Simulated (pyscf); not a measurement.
One addition across a multiple bond or ene-type step on the singlet surface with elements of a group swapped. ωB97M-D3(BJ)/def2-TZVP, kcal/mol, from the separated reactants. PySCF, gas phase, ωB97X-D3(BJ)/def2-SVP geometries.

```csv
step,barrier,reaction energy,imaginary mode (i cm⁻¹)
`[PH]=[PH]` + `[SiH4]` -> `[SiH3][PH][PH2]`,28.6,-30.0,762
`[AsH]=[AsH]` + `[SiH4]` → `[SiH3][AsH][AsH2]`,?,?,714
```

Some entries are withheld; supply them.


- `[AsH]=[AsH]` + `[SiH4]` → `[SiH3][AsH][AsH2]`, barrier: 28.1
- `[AsH]=[AsH]` + `[SiH4]` → `[SiH3][AsH][AsH2]`, reaction energy: -25.7

Each row is the saddle that its search found. Elements up to Kr have no core potential and no relativistic terms here.
